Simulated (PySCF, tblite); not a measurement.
Isomers of C4H5P, one GFN2-xTB conformer each. Single-point energies are computed at PBE0/pcSseg-1 (PySCF, gas phase, no added dispersion term), electronic only.

Task: Rank them by PBE0/pcSseg-1 energy, lowest first (kcal/mol).
A. `C=C(C)C#P`
B. `[CH:1]#[C:2][CH2:3][P:4]=[CH2:5]` with C2–C3–P4–C5 0°
C. `[CH2:1]=[CH:2][CH2:3][C:4]#[P:5]` with C1–C2–C3–C4 117°

Result: A (0.0), C (7.2), B (26.4).

As drawn, the lowest has a C=C bond outside aromatic rings, which the highest lacks; the highest has a C≡C bond, which the lowest lacks. GFN2-xTB itself gives, in the same order: 0.0, 8.2, 23.0. Both levels put the same isomer lowest; measured from each level's own lowest isomer, the values differ by up to 3.4 kcal/mol (C#CCP=C: 23.0 against 26.4).

Task: Which frontier levels, dipoles and rotational constants go with these structures?

Result: 
| SMILES | HOMO (eV, PBE0/pcSseg-1) | LUMO (eV) | dipole (D) | A, B, C (MHz) |
| --- | --- | --- | --- | --- |
| C=C(C)C#P | -6.90 | -1.89 | 1.54 | 9432, 2276, 1855 |
| C=CCC#P | -7.46 | -1.13 | 1.48 | 14796, 1733, 1639 |
| C#CCP=C | -7.49 | -1.55 | 0.57 | 8472, 2810, 2138 |

Task: What happens when harmonic zero-point energies from GFN2-xTB frequencies are added?

Result: 
```tsv
SMILES	ZPE (kcal/mol)	electronic (kcal/mol)	with ZPE (kcal/mol)
C=C(C)C#P	46.6	0.0	0.0
C=CCC#P	46.7	7.2	7.2
C#CCP=C	44.3	26.4	24.0
```

The zero-point energies span 2.4 kcal/mol. The order is unchanged.
